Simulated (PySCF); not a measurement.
# C2H8Si (SMILES CC[SiH3]) at 6 levels

We compute a comparison of 6 runs (HF/3-21G, B3LYP/6-31G*, BP86/def2-SVP, PBE0/def2-SVP, B3LYP/pcseg-2) of C2H8Si. The job is set up through a Python script.

The calculation is run with PySCF 2.14.0.

**1. The structure to begin with**

C2H8Si has 11 atoms, charge 0, and is taken as a singlet. SMILES: `CC[SiH3]`. Geometry: relaxed at PBE0-D4/def2-TZVP.

Bond lengths: C1–C2 1.526 Å, C2–Si3 1.876 Å, C1–H4 1.093 Å, C1–H5 1.093 Å, C1–H6 1.093 Å, C2–H7 1.095 Å, C2–H8 1.095 Å, Si3–H9 1.489 Å, Si3–H10 1.489 Å, Si3–H11 1.489 Å. Some angles: C1–C2–Si3 113.4°, C1–C2–H7 110.5°, C1–C2–H8 110.5°, Si3–C2–H7 108.1°, Si3–C2–H8 108.1°, C2–C1–H4 111.6°, C2–C1–H5 111.4°, C2–C1–H6 111.4°, C2–Si3–H9 110.4°, C2–Si3–H10 110.4°.

**2. Energy and gradient at HF/3-21G (run 1)**

run.py reads:

```python
from pyscf import gto, scf

mol = gto.M(
    atom='''
C     -1.556189     2.016149    -0.800488
C     -1.026499    -0.785370    -0.369819
Si     2.178098    -1.416728     1.010248
H     -3.434388     2.320017    -1.604377
H     -0.183492     2.851786    -2.098352
H     -1.458113     3.081954     0.966406
H     -1.178433    -1.832845    -2.148619
H     -2.444739    -1.604000     0.896486
H      2.445684    -0.125667     3.496938
H      4.190279    -0.439739    -0.698065
H      2.591003    -4.173460     1.388571
''',
    max_memory=1860,
    charge=0,
    verbose=4,
    unit='bohr',
    basis='3-21g',
)

calc0 = scf.RHF(mol)
calc0.conv_tol = 1e-10
calc0.kernel()
if not calc0.converged:
    calc0 = calc0.newton().run(calc0.mo_coeff, calc0.mo_occ)

etot = calc0.e_tot
print('Final energy', etot)
grad = calc0.nuc_grad_method().kernel()
dip = calc0.dip_moment()
pop, q = calc0.mulliken_pop()
```

Launch:

```sh
$ OMP_NUM_THREADS=1 python run.py
```

The program printed:

```text
PySCF version 2.14.0

[... 63 lines left out ...]
converged SCF energy = -367.340391771264
Final energy -367.34039177126374
[... 11 lines left out ...]
Dipole moment(X, Y, Z, Debye): -0.71006,  0.11874, -0.30439
[... 59 lines left out ...]
charge of   10H =     -0.20126
```

It took 1.6 s on 1 thread of Intel Xeon at 2.70GHz, shared host; peak memory 0.12 GiB.

**3. Energy and forces at B3LYP/6-31G(d) (spherical functions) (run 2)**

calc.py reads:

```python
# CC[SiH3]
from pyscf import gto, dft

molecule = gto.M(
    atom=[
    ('C', (-0.823500, 1.066900, -0.423600)),
    ('C', (-0.543200, -0.415600, -0.195700)),
    ('Si', (1.152600, -0.749700, 0.534600)),
    ('H', (-1.817400, 1.227700, -0.849000)),
    ('H', (-0.097100, 1.509100, -1.110400)),
    ('H', (-0.771600, 1.630900, 0.511400)),
    ('H', (-0.623600, -0.969900, -1.137000)),
    ('H', (-1.293700, -0.848800, 0.474400)),
    ('H', (1.294200, -0.066500, 1.850500)),
    ('H', (2.217400, -0.232700, -0.369400)),
    ('H', (1.371100, -2.208500, 0.734800)),
],
    basis='6-31g*',
    max_memory=1860,
    verbose=4,
    spin=0,
)

mf = dft.RKS(molecule)
mf.xc = 'b3lyp'
mf.grids.level = 5
mf.conv_tol = 1e-10
mf.kernel()
if not mf.converged:
    mf = mf.newton().run(mf.mo_coeff, mf.mo_occ)

etot = mf.e_tot
print('E(%s) = %.9f' % ('B3LYP', etot))
grad = mf.nuc_grad_method().kernel()
dip = mf.dip_moment()
pop, q = mf.mulliken_pop()
```

Launch:

```sh
$ OMP_NUM_THREADS=1 python calc.py
```

The program printed:

```text
PySCF version 2.14.0

[... 77 lines left out ...]
converged SCF energy = -370.517299519662
[... 13 lines left out ...]
Dipole moment(X, Y, Z, Debye): -0.80230,  0.13056, -0.34362
[... 74 lines left out ...]
charge of   10H =     -0.07544
```

It took 21 s on 1 thread of Intel Xeon at 2.70GHz, shared host; peak memory 0.63 GiB.

**4. Energy and gradient at B3LYP/6-31G(d) (Cartesian functions) (run 3)**

input.xyz reads:

```xyz
11

C     -0.823500     1.066900    -0.423600
C     -0.543200    -0.415600    -0.195700
Si     1.152600    -0.749700     0.534600
H     -1.817400     1.227700    -0.849000
H     -0.097100     1.509100    -1.110400
H     -0.771600     1.630900     0.511400
H     -0.623600    -0.969900    -1.137000
H     -1.293700    -0.848800     0.474400
H      1.294200    -0.066500     1.850500
H      2.217400    -0.232700    -0.369400
H      1.371100    -2.208500     0.734800
```

job.py reads:

```python
from pyscf import gto, dft

mol = gto.M(
    atom='input.xyz',
    basis='6-31g*',
    max_memory=1860,
    cart=True,
    verbose=4,
)

ks = dft.RKS(mol)
ks.xc = 'b3lyp'
ks.conv_tol = 1e-10
ks.grids.level = 5
ks.kernel()
if not ks.converged:
    ks = ks.newton().run(ks.mo_coeff, ks.mo_occ)

etot = ks.e_tot
print('E(%s) = %.9f' % ('B3LYP', etot))
grad = ks.nuc_grad_method().kernel()
ks.analyze()
```

Launch:

```sh
$ OMP_NUM_THREADS=1 python job.py
```

The program printed:

```text
PySCF version 2.14.0

[... 102 lines left out ...]
MO #2   energy= -10.1808162174889  occ= 2
[... 8 lines left out ...]
MO #11  energy= -0.446932340958307 occ= 2
[... 8 lines left out ...]
MO #20  energy= 0.0784715911795528 occ= 0
[... 8 lines left out ...]
MO #29  energy= 0.260782311691227  occ= 0
[... 8 lines left out ...]
MO #38  energy= 0.679894769177509  occ= 0
[... 8 lines left out ...]
MO #47  energy= 0.969769034123204  occ= 0
[... 8 lines left out ...]
MO #56  energy= 1.98746924654642   occ= 0
[... 8 lines left out ...]
MO #65  energy= 4.36825914347903   occ= 0
[... 79 lines left out ...]
Dipole moment(X, Y, Z, Debye): -0.80164,  0.13045, -0.34334
```

It took 22 s on 1 thread of Intel Xeon at 2.70GHz, shared host; peak memory 0.68 GiB.

Runs 4 to 5 aren't shown in full; the table further down has their settings and results.

**5. Energy and forces at B3LYP/pcseg-2 (run 6)**

run.py reads:

```python
import pyscf.grad
from pyscf import gto, dft

mol = gto.Mole()
mol.atom = '''
C   -0.823500   1.066900  -0.423600
C   -0.543200  -0.415600  -0.195700
Si   1.152600  -0.749700   0.534600
H   -1.817400   1.227700  -0.849000
H   -0.097100   1.509100  -1.110400
H   -0.771600   1.630900   0.511400
H   -0.623600  -0.969900  -1.137000
H   -1.293700  -0.848800   0.474400
H    1.294200  -0.066500   1.850500
H    2.217400  -0.232700  -0.369400
H    1.371100  -2.208500   0.734800
'''
mol.spin = 0
mol.max_memory = 1860
mol.verbose = 4
mol.basis = 'pcseg-2'
mol.build()

ks = dft.RKS(mol)
ks.xc = 'b3lyp'
ks.grids.level = 5
ks.conv_tol = 1e-10
ks.kernel()
if not ks.converged:
    ks = ks.newton().run(ks.mo_coeff, ks.mo_occ)

etot = ks.e_tot
print('Final energy', etot)
grad = ks.Gradients().kernel()
ks.analyze()
```

Launch:

```sh
$ OMP_NUM_THREADS=1 python run.py
```

The program printed:

```text
PySCF version 2.14.0

[... 105 lines left out ...]
MO #6   energy= -3.61646192179596  occ= 2
[... 24 lines left out ...]
MO #31  energy= 0.191570958112602  occ= 0
[... 24 lines left out ...]
MO #56  energy= 0.79900089606322   occ= 0
[... 24 lines left out ...]
MO #81  energy= 1.35374164762041   occ= 0
[... 24 lines left out ...]
MO #106 energy= 2.2187250235236    occ= 0
[... 24 lines left out ...]
MO #131 energy= 3.78511887717666   occ= 0
[... 24 lines left out ...]
MO #156 energy= 4.3839269872333    occ= 0
[... 24 lines left out ...]
MO #181 energy= 5.0453880255835    occ= 0
[... 24 lines left out ...]
MO #206 energy= 15.3974492548551   occ= 0
[... 220 lines left out ...]
Dipole moment(X, Y, Z, Debye): -0.79433,  0.13127, -0.34036
```

Wall time 4.4 min (1 thread of Intel Xeon at 2.70GHz, shared host); peak memory 1.7 GiB.

**6. The series**

```csv
run,level,integration grid,Cartesian functions,energy (Eh),dipole moment (D),HOMO energy (eV),LUMO energy (eV),wall time
1,HF/3-21G,–,no,-367.340392,0.78,-11.58,4.89,1.6 s
2,B3LYP/6-31G* (spherical functions),5,no,-370.517300,0.88,-8.17,1.16,21 s
3,B3LYP/6-31G* (Cartesian functions),5,yes,-370.520468,0.88,-8.17,1.16,22 s
4,BP86/def2-SVP,5,no,-370.384464,0.91,-7.31,0.37,37 s
5,PBE0/def2-SVP,5,no,-370.136935,0.87,-8.53,1.23,32 s
6,B3LYP/pcseg-2,5,no,-370.594020,0.87,-8.33,0.14,4.4 min
```

**7. Outcome**

```
                       quantity          value
            run 6: total energy  -370.59402 Eh
           run 6: dipole moment         0.87 D
             run 6: HOMO energy       -8.33 eV
             run 6: LUMO energy        0.14 eV
           run 6: HOMO–LUMO gap        8.47 eV
run 6: largest force on an atom     0.268 eV/Å
```

What this shows: The dipole moment (its size) runs from 0.78 D (HF/3-21G) to 0.91 D (BP86/def2-SVP). The two ends differ in method and basis. The HOMO–LUMO gap runs from 7.68 eV (BP86/def2-SVP) to 16.47 eV (HF/3-21G). Totals of different functionals can't be ranked against each other. All runs together took 6.3 min, the longest 4.4 min.
